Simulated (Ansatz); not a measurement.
**How far each method lies from RCCSDT(Q) for Au–CH$_{3}$, singlet**

Geometry: a PBE0/def2-TZVP stationary point for this spin, not checked as a minimum.

| atom | x (Å) | y (Å) | z (Å) |
| --- | --- | --- | --- |
| Au | -0.1473 | 0.0011 | 0.0009 |
| C | 1.8636 | -0.0140 | -0.0113 |
| H | 2.1846 | -1.0551 | -0.0081 |
| H | 2.2018 | 0.5073 | 0.8836 |
| H | 2.1908 | 0.4984 | -0.9154 |

Basis def2-SVP with its core potentials; Ansatz 0.2.0. Only valence electrons are correlated (noble-gas cores frozen), which leaves 18 electrons in 56 orbitals. Prefix R: restricted or restricted open-shell reference. Active spaces: frontier = (8e, 8o) about the gap. No spin–orbit coupling is included; scalar relativity enters through the core potentials alone. The metal's outer-core shells are frozen, which leaves out core–valence correlation.

Full CI isn't at hand for all of this; RCCSDT(Q) serves as the reference, and is uncertain by about the last step of the cluster series.

```
UHF ⟨S²⟩                          : 0.000
T1 diagnostic (RCCSD)             : 0.0235
largest doubles amplitude (RCCSD) : 0.044
```

| level | E − E(RHF) (eV) |
| --- | --- |
| RMP2 | -12.0722 |
| RCCSD | -11.9963 |
| RCCSD(T) | -12.3186 |

(1) Estimate how far RCCSDT(Q) in def2-SVP lies from RCCSD(T). The table doesn't fix it; the size of (T) and the diagnostics are the guide.

(1) RCCSDT(Q) in def2-SVP lies 22 meV below RCCSD(T), which is 7 % of the (T) step (-322 meV). T1 is raised, but (T) still catches most of what CCSD lacks.

The other levels:

```tsv
level	E − E(RCCSDT(Q)) (meV)	share of correlation (%)	wall time
CISD	1630	86.79	13 s
RCCSDT	18	99.85	–
CASSCF (frontier space)	9906	19.73	–
NEVPT2 (frontier space)	407	96.70	17 s
```

The correlation energy at RCCSDT(Q), counted from RHF, is -12.341 eV. That run took 3.1 min on 1 thread of AMD EPYC, shared host.

Times hold each run's SCF and search for its determinant on a shared host, so for small cases they say little of a method's own cost; they ran on 1 thread of AMD EPYC.

Atomization energy (electronic, same basis, no zero-point term; atoms at the same level, unrestricted beside the R rows where the molecule is a closed shell, but restricted open-shell past Ca, as are all atoms' steps beyond CCSDT(Q)) at RCCSDT(Q): 1463.0 kJ/mol. Errors of other levels:

| level | error (kJ/mol) |
| --- | --- |
| RHF | -363.6 |
| RMP2 | 7.0 |
| CISD | -108.6 |
| RCCSD | -19.2 |
| RCCSD(T) | -0.9 |
| RCCSDT | -1.3 |

This basis is far from its limit, so the value isn't to be set against a measured one. Truncated CI isn't size-consistent, which counts against it in atomization.
